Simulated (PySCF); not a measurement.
# Chlorine: a sound run and one with changed settings

Sound run: Cl [Ne] 3s2 3p5, Cl⁺ [Ne] 3s2 3p4. Computed with PySCF 2.14 in x2c-SVPall (4s3p1d, 18 functions), with the spin-free X2C one-electron Hamiltonian (Gaussian nucleus). The sound run starts from symmetry-adapted Hartree-Fock orbitals and uses a fine grid where one is needed.

A second run was set up differently.

```
species  method  sound run (hartree)  changed run (hartree)  converged
     Cl     UHF           -460.71238             -460.71238        yes
     Cl    MN15           -461.41913             -461.40868        yes
     Cl   B3LYP           -461.40895             -461.42941        yes
    Cl⁺     UHF           -460.28006             -460.28006        yes
    Cl⁺    MN15           -460.94350             -460.92988        yes
    Cl⁺   B3LYP           -460.93419             -460.95652        yes
```

Ionisation energy of Cl:

| method | sound run (eV) | changed run (eV) |
| --- | --- | --- |
| UHF | 11.764 | 11.764 |
| MN15 | 12.943 | 13.029 |
| B3LYP | 12.919 | 12.868 |

Question: What was changed?
A. level shift left on
B. minimal basis
C. angular grid far too coarse
D. a valence shell is frozen

Answer: C. It used 6 angular points. A coarse angular grid integrates products of high-l functions wrongly, so density functionals can shift, and the SCF can exploit the error; Hartree-Fock and MP2 need no grid.
